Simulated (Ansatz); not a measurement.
The input, for Ansatz 0.2.0:

```yaml
crystal:
  periodic: [false, false, false]
  atoms:
    - {symbol: P, position_ang: [0.000000, 0.000000, 0.000000]}
    - {symbol: P, position_ang: [0.000000, 0.000000, 2.302000]}
basis:
  gaussian: {orbitals: 6-31G}
magnetization: {spin_polarized: false, initial_magnetization: 2}
correlation: {method: fic_nevpt4_sd, electrons: all, active_space: {window: {electrons: 4, orbitals: 3}, states: [{multiplicity: 3, weights: [1, 0.5, 1]}], root: 0}}
scf: {lower_state_search: off}
```

```sh
$ ansatz run in.yaml --threads 1 --pin off --events-out ev --progress --plain --max-ram 2393MiB
```

The program prints:

```
these checks for a lower state are left out or cut short: stability, starts, cluster_reference, orbital_swaps, neighbouring_geometries, increment
493 factors; integrals over basis functions are off by at most 3.0e-8 eV
mean field evaluation 1: about -18538.3701 eV, gradient 4.5e0 eV
mean field evaluation 2: about -18538.3740 eV, gradient 4.5e0 eV
mean field evaluation 4: about -18538.5126 eV, gradient 2.2e-1 eV
mean field evaluation 8: about -18538.5129 eV, gradient 2.7e-3 eV
mean field evaluation 16: about -18538.5129 eV, gradient 2.5e-6 eV
mean field -18538.51285680 eV, -681.2777816322 hartree, gradient 7.9e-7 eV, S^2 2.000000; 0 other end points of the search recorded, 0 dependent functions left out
reference -18538.51285680 eV, -681.2777816322 hartree; 16, 14 occupied and 10, 12 virtual orbitals, 493 factors
state -18539.22588766 eV, -681.3039850330 hartree
state -18538.48721800 eV, -681.2768394236 hartree
state -18535.65103678 eV, -681.1726116862 hartree
state -18539.22588766 eV, -681.3039850330 hartree; corrected -18542.67701626 eV, -681.4308116697 hartree
state -18538.48721800 eV, -681.2768394236 hartree; corrected -18541.99242244 eV, -681.4056533108 hartree
state -18535.65103678 eV, -681.1726116862 hartree; corrected -18540.17438845 eV, -681.3388417940 hartree
Total energy: -18542.67701626 eV, -681.4308116697 hartree
Checks for a lower state left out: stability, starts, cluster_reference, orbital_swaps, neighbouring_geometries, increment
```

Ran on 1 thread of Arm Neoverse V1, shared host: 0.78 s wall, 0.19 GiB peak host memory.
